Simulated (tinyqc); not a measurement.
Worked calculation (part 2 of 3): UKS/PBE0 in the sto-3g basis, for LiH+, spin multiplicity 2. Computed by tinyqc, a small Python program that keeps every step (integrals from PySCF). Command: `OMP_NUM_THREADS=1 python tinyqc.py 29250 29251 out.jsonl` (the two numbers bound the seeds that draw the settings). One thread of a shared host (Intel(R) Xeon(R) Processor @ 2.60GHz), about 2 s of CPU time with the checks.

Geometry (angstrom):

| atom | x | y | z |
|---|---|---|---|
| Li | 0.000000 | 0.000000 | 0.000000 |
| H | 0.000000 | 0.000000 | 2.987000 |

## Iteration 2: building the Kohn-Sham matrix

D(alpha) after iteration 1:
```
            1Li 1s    1Li 2s   1Li 2px   1Li 2py    1Li 2pz      2H 1s
1Li 1s    0.979102  0.037842  0.000000  0.000000  -0.005040  -0.039916
1Li 2s    0.037842  0.017376  0.000000  0.000000   0.018380   0.116735
1Li 2px   0.000000  0.000000  0.000000  0.000000   0.000000   0.000000
1Li 2py   0.000000  0.000000  0.000000  0.000000   0.000000   0.000000
1Li 2pz  -0.005040  0.018380  0.000000  0.000000   0.021706   0.138260
2H 1s    -0.039916  0.116735  0.000000  0.000000   0.138260   0.880727
```

D(beta) after iteration 1:
```
            1Li 1s     1Li 2s   1Li 2px   1Li 2py    1Li 2pz      2H 1s
1Li 1s    0.978901   0.040373  0.000000  0.000000  -0.000110  -0.003407
1Li 2s    0.040373   0.001665  0.000000  0.000000  -0.000005  -0.000141
1Li 2px   0.000000   0.000000  0.000000  0.000000   0.000000   0.000000
1Li 2py   0.000000   0.000000  0.000000  0.000000   0.000000   0.000000
1Li 2pz  -0.000110  -0.000005  0.000000  0.000000   0.000000   0.000000
2H 1s    -0.003407  -0.000141  0.000000  0.000000   0.000000   0.000012
```

core Hamiltonian H = T + V (hartree):
```
            1Li 1s     1Li 2s    1Li 2px    1Li 2py    1Li 2pz      2H 1s
1Li 1s   -4.583255  -1.027300   0.000000   0.000000  -0.004621  -0.009024
1Li 2s   -1.027300  -1.280732   0.000000   0.000000  -0.054374  -0.163824
1Li 2px   0.000000   0.000000  -1.041783   0.000000   0.000000   0.000000
1Li 2py   0.000000   0.000000   0.000000  -1.041783   0.000000   0.000000
1Li 2pz  -0.004621  -0.054374   0.000000   0.000000  -1.076647  -0.248210
2H 1s    -0.009024  -0.163824   0.000000   0.000000  -0.248210  -0.998062
```

Two-electron integrals (ij|kl) in chemists' order, unique and non-zero (hartree):
```
(11|11) 1.680395   (21|11) 0.265420   (21|21) 0.049941   (22|11) 0.397727
(22|21) 0.092860   (22|22) 0.290562   (31|31) 0.008981   (32|31) 0.013788
(32|32) 0.064184   (33|11) 0.396640   (33|21) 0.092880   (33|22) 0.290497
(33|33) 0.312946   (41|41) 0.008981   (42|41) 0.013788   (42|42) 0.064184
(43|43) 0.016869   (44|11) 0.396640   (44|21) 0.092880   (44|22) 0.290497
(44|33) 0.279207   (44|44) 0.312946   (51|51) 0.008981   (52|51) 0.013788
(52|52) 0.064184   (53|53) 0.016869   (54|54) 0.016869   (55|11) 0.396640
(55|21) 0.092880   (55|22) 0.290497   (55|33) 0.279207   (55|44) 0.279207
(55|55) 0.312946   (61|11) 0.001929   (61|21) 0.000379   (61|22) 0.000766
(61|33) 0.000751   (61|44) 0.000751   (61|51) 0.000065   (61|52) 0.000136
(61|55) 0.000797   (61|61) 3.51e-06   (62|11) 0.028166   (62|21) 0.006769
(62|22) 0.026182   (62|33) 0.024617   (62|44) 0.024617   (62|51) 0.000894
(62|52) 0.008171   (62|55) 0.029279   (62|61) 0.000069   (62|62) 0.006751
(63|31) 0.000207   (63|32) 0.001504   (63|53) 0.000812   (63|63) 0.000213
(64|41) 0.000207   (64|42) 0.001504   (64|54) 0.000812   (64|64) 0.000213
(65|11) 0.042792   (65|21) 0.010299   (65|22) 0.040188   (65|33) 0.037639
(65|44) 0.037639   (65|51) 0.001388   (65|52) 0.012826   (65|55) 0.045236
(65|61) 0.000106   (65|62) 0.010738   (65|65) 0.017100   (66|11) 0.177160
(66|21) 0.042719   (66|22) 0.175279   (66|33) 0.164163   (66|44) 0.164163
(66|51) 0.004620   (66|52) 0.053226   (66|55) 0.197166   (66|61) 0.000424
(66|62) 0.063398   (66|65) 0.101958   (66|66) 0.774606
```

nuclear repulsion = 0.53148029 hartree

V_xc(alpha) (hartree):
```
            1Li 1s     1Li 2s    1Li 2px    1Li 2py    1Li 2pz      2H 1s
1Li 1s   -0.818135  -0.104433   0.000000   0.000000  -0.000544  -0.000719
1Li 2s   -0.104433  -0.088981   0.000000   0.000000  -0.015981  -0.025291
1Li 2px   0.000000   0.000000  -0.083554   0.000000   0.000000   0.000000
1Li 2py   0.000000   0.000000   0.000000  -0.083554   0.000000   0.000000
1Li 2pz  -0.000544  -0.015981   0.000000   0.000000  -0.097125  -0.041077
2H 1s    -0.000719  -0.025291   0.000000   0.000000  -0.041077  -0.368766
```

V_xc(beta) (hartree):
```
            1Li 1s     1Li 2s    1Li 2px    1Li 2py    1Li 2pz      2H 1s
1Li 1s   -0.817801  -0.103844   0.000000   0.000000  -0.000091  -0.000707
1Li 2s   -0.103844  -0.067075   0.000000   0.000000   0.002596   0.038214
1Li 2px   0.000000   0.000000  -0.068101   0.000000   0.000000   0.000000
1Li 2py   0.000000   0.000000   0.000000  -0.068101   0.000000   0.000000
1Li 2pz  -0.000091   0.002596   0.000000   0.000000  -0.062837   0.063625
2H 1s    -0.000707   0.038214   0.000000   0.000000   0.063625   0.646182
```

E_xc = sum of w rho eps_xc = -1.53317485 hartree

J_ij = sum D_kl (ij|kl) with D = D(alpha) + D(beta), K_ij = sum D_kl (ik|jl) for each spin; F = H + J - 0.25 K(s) + V_xc; E = tr D H + tr D J / 2 - 0.125 sum_s tr D(s) K(s) + E_xc + E_nn.

Coulomb J (hartree):
```
           1Li 1s    1Li 2s   1Li 2px   1Li 2py   1Li 2pz     2H 1s
1Li 1s   3.522187  0.573309  0.000000  0.000000  0.005070  0.004290
1Li 2s   0.573309  0.976642  0.000000  0.000000  0.054536  0.118007
1Li 2px  0.000000  0.000000  0.963411  0.000000  0.000000  0.000000
1Li 2py  0.000000  0.000000  0.000000  0.963411  0.000000  0.000000
1Li 2pz  0.005070  0.054536  0.000000  0.000000  0.996394  0.184624
2H 1s    0.004290  0.118007  0.000000  0.000000  0.184624  1.088254
```

exchange K(alpha) (hartree):
```
            1Li 1s    1Li 2s   1Li 2px   1Li 2py    1Li 2pz     2H 1s
1Li 1s    1.666385  0.278671  0.000000  0.000000  -0.000181  0.002056
1Li 2s    0.278671  0.076146  0.000000  0.000000   0.026458  0.086446
1Li 2px   0.000000  0.000000  0.012065  0.000000   0.000000  0.000000
1Li 2py   0.000000  0.000000  0.000000  0.012065   0.000000  0.000000
1Li 2pz  -0.000181  0.026458  0.000000  0.000000   0.048198  0.128688
2H 1s     0.002056  0.086446  0.000000  0.000000   0.128688  0.726068
```

exchange K(beta) (hartree):
```
            1Li 1s     1Li 2s   1Li 2px   1Li 2py    1Li 2pz     2H 1s
1Li 1s    1.666442   0.277950  0.000000  0.000000  -0.000193  0.002437
1Li 2s    0.277950   0.056816  0.000000  0.000000  -0.000058  0.000547
1Li 2px   0.000000   0.000000  0.010010  0.000000   0.000000  0.000000
1Li 2py   0.000000   0.000000  0.000000  0.010010   0.000000  0.000000
1Li 2pz  -0.000193  -0.000058  0.000000  0.000000   0.009999  0.000094
2H 1s     0.002437   0.000547  0.000000  0.000000   0.000094  0.000009
```

F(alpha) (hartree):
```
            1Li 1s     1Li 2s    1Li 2px    1Li 2py    1Li 2pz      2H 1s
1Li 1s   -2.295799  -0.628093   0.000000   0.000000  -0.000050  -0.005967
1Li 2s   -0.628093  -0.412108   0.000000   0.000000  -0.022434  -0.092720
1Li 2px   0.000000   0.000000  -0.164942   0.000000   0.000000   0.000000
1Li 2py   0.000000   0.000000   0.000000  -0.164942   0.000000   0.000000
1Li 2pz  -0.000050  -0.022434   0.000000   0.000000  -0.189426  -0.136836
2H 1s    -0.005967  -0.092720   0.000000   0.000000  -0.136836  -0.460092
```

F(beta) (hartree):
```
            1Li 1s     1Li 2s    1Li 2px    1Li 2py    1Li 2pz      2H 1s
1Li 1s   -2.295480  -0.627323   0.000000   0.000000   0.000406  -0.006051
1Li 2s   -0.627323  -0.385369   0.000000   0.000000   0.002773  -0.007740
1Li 2px   0.000000   0.000000  -0.148975   0.000000   0.000000   0.000000
1Li 2py   0.000000   0.000000   0.000000  -0.148975   0.000000   0.000000
1Li 2pz   0.000406   0.002773   0.000000   0.000000  -0.145589   0.000015
2H 1s    -0.006051  -0.007740   0.000000   0.000000   0.000015   0.736372
```

total energy of this density = -7.63933735 hartree

## Iteration 2: DIIS over 2 matrices

error matrix X^T (FDS - SDF) X (alpha):
```
           1          2         3         4          5          6
1   0.000000  -0.007744  0.000000  0.000000   0.001304   0.002537
2   0.007744   0.000000  0.000000  0.000000  -0.001170  -0.008038
3   0.000000   0.000000  0.000000  0.000000   0.000000   0.000000
4   0.000000   0.000000  0.000000  0.000000   0.000000   0.000000
5  -0.001304   0.001170  0.000000  0.000000   0.000000  -0.003741
6  -0.002537   0.008038  0.000000  0.000000   0.003741   0.000000
```

B (overlaps of the stored error matrices):
```
                1               2
1   5.9044898e-02  -2.1947013e-03
2  -2.1947013e-03   3.4979473e-04
```

Minimise |sum c_i e_i|^2 with sum c_i = 1: solve [B -1; -1 0][c; lambda] = [0; -1] with B_ij = tr e_i^T e_j summed over both spins, and take F = sum c_i F_i.

DIIS coefficients: 0.039892  0.960108

extrapolated F(alpha) (hartree):
```
            1Li 1s     1Li 2s    1Li 2px    1Li 2py    1Li 2pz      2H 1s
1Li 1s   -2.291776  -0.627275   0.000000   0.000000   0.000017  -0.005971
1Li 2s   -0.627275  -0.411950   0.000000   0.000000  -0.023398  -0.093275
1Li 2px   0.000000   0.000000  -0.164154   0.000000   0.000000   0.000000
1Li 2py   0.000000   0.000000   0.000000  -0.164154   0.000000   0.000000
1Li 2pz   0.000017  -0.023398   0.000000   0.000000  -0.190612  -0.137851
2H 1s    -0.005971  -0.093275   0.000000   0.000000  -0.137851  -0.464276
```

extrapolated F(beta) (hartree):
```
            1Li 1s     1Li 2s    1Li 2px    1Li 2py    1Li 2pz      2H 1s
1Li 1s   -2.291256  -0.626404   0.000000   0.000000   0.000465  -0.006043
1Li 2s   -0.626404  -0.383558   0.000000   0.000000   0.002394  -0.008517
1Li 2px   0.000000   0.000000  -0.146985   0.000000   0.000000   0.000000
1Li 2py   0.000000   0.000000   0.000000  -0.146985   0.000000   0.000000
1Li 2pz   0.000465   0.002394   0.000000   0.000000  -0.144125  -0.001307
2H 1s    -0.006043  -0.008517   0.000000   0.000000  -0.001307   0.719731
```

## Iteration 2: diagonalisation and new density

X:
```
            1Li 1s     1Li 2s   1Li 2px   1Li 2py    1Li 2pz      2H 1s
1Li 1s    1.023021  -0.126402  0.000000  0.000000  -0.001847   0.011209
1Li 2s   -0.126402   1.029399  0.000000  0.000000   0.009895  -0.067020
1Li 2px   0.000000   0.000000  1.000000  0.000000   0.000000   0.000000
1Li 2py   0.000000   0.000000  0.000000  1.000000   0.000000   0.000000
1Li 2pz  -0.001847   0.009895  0.000000  0.000000   1.014786  -0.100733
2H 1s     0.011209  -0.067020  0.000000  0.000000  -0.100733   1.021125
```

Diagonalise F' = X^T F X, C = X C', fill 2 alpha and 1 beta electrons from the bottom; D(s) = C_occ C_occ^T. Each column has its largest component positive (the first on a tie).

F' = X^T F X (alpha) (hartree):
```
           1          2          3          4          5          6
1  -2.242801  -0.321703   0.000000   0.000000   0.000074   0.014761
2  -0.321703  -0.299534   0.000000   0.000000  -0.013078  -0.046492
3   0.000000   0.000000  -0.164154   0.000000   0.000000   0.000000
4   0.000000   0.000000   0.000000  -0.164154   0.000000   0.000000
5   0.000074  -0.013078   0.000000   0.000000  -0.173130  -0.076768
6   0.014761  -0.046492   0.000000   0.000000  -0.076768  -0.446556
```

orbital energies (alpha) (hartree): MO1 -2.294703, MO2 -0.477469, MO3 -0.236806, MO4 -0.164154, MO5 -0.164154, MO6 -0.153043

coefficients C (alpha):
```
               MO1        MO2        MO3       MO4        MO5        MO6
1Li 1s    0.989827  -0.047531  -0.283960  0.000000   0.000000  -0.005385
1Li 2s    0.039255   0.159349   1.026046  0.000000   0.000000   0.022943
1Li 2px   0.000000   0.000000   0.000000  0.379961   0.925003   0.000000
1Li 2py   0.000000   0.000000   0.000000  0.925003  -0.379961   0.000000
1Li 2pz   0.000958   0.158066  -0.020588  0.000000   0.000000   1.007288
2H 1s    -0.003609   0.925926  -0.272011  0.000000   0.000000  -0.355132
```

F' = X^T F X (beta) (hartree):
```
           1          2          3          4          5          6
1  -2.242117  -0.323768   0.000000   0.000000  -0.001547   0.017303
2  -0.323768  -0.275697   0.000000   0.000000   0.004288  -0.040411
3   0.000000   0.000000  -0.146985   0.000000   0.000000   0.000000
4   0.000000   0.000000   0.000000  -0.146985   0.000000   0.000000
5  -0.001547   0.004288   0.000000   0.000000  -0.140809  -0.060798
6   0.017303  -0.040411   0.000000   0.000000  -0.060798   0.749257
```

orbital energies (beta) (hartree): MO1 -2.294091, MO2 -0.225666, MO3 -0.146985, MO4 -0.146985, MO5 -0.144912, MO6 0.755304

coefficients C (beta):
```
               MO1        MO2       MO3        MO4        MO5        MO6
1Li 1s    0.990062  -0.285770  0.000000   0.000000  -0.006709   0.027315
1Li 2s    0.038400   1.032190  0.000000   0.000000   0.025445  -0.112652
1Li 2px   0.000000   0.000000  0.487675   0.873025   0.000000   0.000000
1Li 2py   0.000000   0.000000  0.873025  -0.487675   0.000000   0.000000
1Li 2pz   0.000396  -0.016958  0.000000   0.000000   1.005463  -0.169693
2H 1s    -0.003152  -0.022433  0.000000   0.000000  -0.031597   1.027594
```

D(alpha) after iteration 2:
```
            1Li 1s    1Li 2s   1Li 2px   1Li 2py    1Li 2pz      2H 1s
1Li 1s    0.982017  0.031281  0.000000  0.000000  -0.006565  -0.047582
1Li 2s    0.031281  0.026933  0.000000  0.000000   0.025225   0.147403
1Li 2px   0.000000  0.000000  0.000000  0.000000   0.000000   0.000000
1Li 2py   0.000000  0.000000  0.000000  0.000000   0.000000   0.000000
1Li 2pz  -0.006565  0.025225  0.000000  0.000000   0.024986   0.146354
2H 1s    -0.047582  0.147403  0.000000  0.000000   0.146354   0.857352
```

D(beta) after iteration 2:
```
            1Li 1s     1Li 2s   1Li 2px   1Li 2py    1Li 2pz      2H 1s
1Li 1s    0.980224   0.038018  0.000000  0.000000   0.000392  -0.003121
1Li 2s    0.038018   0.001475  0.000000  0.000000   0.000015  -0.000121
1Li 2px   0.000000   0.000000  0.000000  0.000000   0.000000   0.000000
1Li 2py   0.000000   0.000000  0.000000  0.000000   0.000000   0.000000
1Li 2pz   0.000392   0.000015  0.000000  0.000000   0.000000  -0.000001
2H 1s    -0.003121  -0.000121  0.000000  0.000000  -0.000001   0.000010
```

Within a degenerate level the vectors are fixed only up to a rotation; this is one choice.

## Iteration 6 (converged): orbitals

converged F(alpha) (hartree):
```
            1Li 1s     1Li 2s    1Li 2px    1Li 2py    1Li 2pz      2H 1s
1Li 1s   -2.290548  -0.626797   0.000000   0.000000  -0.000090  -0.005921
1Li 2s   -0.626797  -0.412388   0.000000   0.000000  -0.026200  -0.094735
1Li 2px   0.000000   0.000000  -0.164859   0.000000   0.000000   0.000000
1Li 2py   0.000000   0.000000   0.000000  -0.164859   0.000000   0.000000
1Li 2pz  -0.000090  -0.026200   0.000000   0.000000  -0.188332  -0.138232
2H 1s    -0.005921  -0.094735   0.000000   0.000000  -0.138232  -0.465211
```

converged F(beta) (hartree):
```
            1Li 1s     1Li 2s    1Li 2px    1Li 2py    1Li 2pz      2H 1s
1Li 1s   -2.289677  -0.626038   0.000000   0.000000   0.000484  -0.006046
1Li 2s   -0.626038  -0.383264   0.000000   0.000000   0.001991  -0.007872
1Li 2px   0.000000   0.000000  -0.146567   0.000000   0.000000   0.000000
1Li 2py   0.000000   0.000000   0.000000  -0.146567   0.000000   0.000000
1Li 2pz   0.000484   0.001991   0.000000   0.000000  -0.144289   0.000078
2H 1s    -0.006046  -0.007872   0.000000   0.000000   0.000078   0.766252
```

As before.

F' = X^T F X (alpha) (hartree):
```
           1          2          3          4          5          6
1  -2.241642  -0.321319   0.000000   0.000000   0.000294   0.014946
2  -0.321319  -0.299961   0.000000   0.000000  -0.015802  -0.047655
3   0.000000   0.000000  -0.164859   0.000000   0.000000   0.000000
4   0.000000   0.000000   0.000000  -0.164859   0.000000   0.000000
5   0.000294  -0.015802   0.000000   0.000000  -0.170767  -0.077137
6   0.014946  -0.047655   0.000000   0.000000  -0.077137  -0.447268
```

orbital energies (alpha) (hartree): MO1 -2.293464, MO2 -0.478926, MO3 -0.236634, MO4 -0.164859, MO5 -0.164859, MO6 -0.150614

coefficients C (alpha):
```
               MO1        MO2        MO3       MO4        MO5        MO6
1Li 1s    0.989843  -0.049448  -0.283618  0.000000   0.000000   0.002343
1Li 2s    0.039197   0.166232   1.025198  0.000000   0.000000  -0.005341
1Li 2px   0.000000   0.000000   0.000000  0.221721   0.975110   0.000000
1Li 2py   0.000000   0.000000   0.000000  0.975110  -0.221721   0.000000
1Li 2pz   0.001059   0.158184   0.006101  0.000000   0.000000   1.007461
2H 1s    -0.003615   0.923989  -0.287897  0.000000   0.000000  -0.347573
```

F' = X^T F X (beta) (hartree):
```
           1          2          3          4          5          6
1  -2.240551  -0.323639   0.000000   0.000000  -0.001503   0.017732
2  -0.323639  -0.275346   0.000000   0.000000   0.004016  -0.042863
3   0.000000   0.000000  -0.146567   0.000000   0.000000   0.000000
4   0.000000   0.000000   0.000000  -0.146567   0.000000   0.000000
5  -0.001503   0.004016   0.000000   0.000000  -0.140799  -0.064078
6   0.017732  -0.042863   0.000000   0.000000  -0.064078   0.797385
```

orbital energies (beta) (hartree): MO1 -2.292515, MO2 -0.225434, MO3 -0.146567, MO4 -0.146567, MO5 -0.145139, MO6 0.803777

coefficients C (beta):
```
               MO1        MO2       MO3        MO4        MO5        MO6
1Li 1s    0.990055  -0.285823  0.000000   0.000000  -0.005164   0.027374
1Li 2s    0.038427   1.032272  0.000000   0.000000   0.019868  -0.113013
1Li 2px   0.000000   0.000000  0.999523  -0.030891   0.000000   0.000000
1Li 2py   0.000000   0.000000  0.030891   0.999523   0.000000   0.000000
1Li 2pz   0.000388  -0.011582  0.000000   0.000000   1.005544  -0.169663
2H 1s    -0.003111  -0.022245  0.000000   0.000000  -0.031502   1.027601
```

D(alpha) after iteration 6:
```
            1Li 1s    1Li 2s   1Li 2px   1Li 2py    1Li 2pz      2H 1s
1Li 1s    0.982235  0.030579  0.000000  0.000000  -0.006774  -0.049268
1Li 2s    0.030579  0.029170  0.000000  0.000000   0.026337   0.153455
1Li 2px   0.000000  0.000000  0.000000  0.000000   0.000000   0.000000
1Li 2py   0.000000  0.000000  0.000000  0.000000   0.000000   0.000000
1Li 2pz  -0.006774  0.026337  0.000000  0.000000   0.025023   0.146157
2H 1s    -0.049268  0.153455  0.000000  0.000000   0.146157   0.853769
```

D(beta) after iteration 6:
```
            1Li 1s     1Li 2s   1Li 2px   1Li 2py    1Li 2pz      2H 1s
1Li 1s    0.980208   0.038045  0.000000  0.000000   0.000384  -0.003080
1Li 2s    0.038045   0.001477  0.000000  0.000000   0.000015  -0.000120
1Li 2px   0.000000   0.000000  0.000000  0.000000   0.000000   0.000000
1Li 2py   0.000000   0.000000  0.000000  0.000000   0.000000   0.000000
1Li 2pz   0.000384   0.000015  0.000000  0.000000   0.000000  -0.000001
2H 1s    -0.003080  -0.000120  0.000000  0.000000  -0.000001   0.000010
```

Within a degenerate level the vectors are fixed only up to a rotation; this is one choice.

## Convergence

Stop when the energy changes by less than 1e-08 hartree and every element of the error matrix X^T (F D S - S D F) X (for each spin) is below 3e-05.

Course of the cycle:

| iteration | E (hartree) | change | largest element of the error matrix |
|---|---|---|---|
| 1 | -7.54347994 | - | 1.60e-01 |
| 2 | -7.63933735 | -9.59e-02 | 8.04e-03 |
| 3 | -7.63975612 | -4.19e-04 | 1.37e-03 |
| 4 | -7.63976567 | -9.55e-06 | 1.12e-04 |
| 5 | -7.63976575 | -7.94e-08 | 5.01e-06 |
| 6 | -7.63976575 | -1.42e-10 | 1.38e-07 |

PySCF UKS in the same basis, fine grid, after a stability check = -7.63631964 hartree

Converged in 6 iterations. The coarse grid moves the energy by -3.45e-03 hartree.
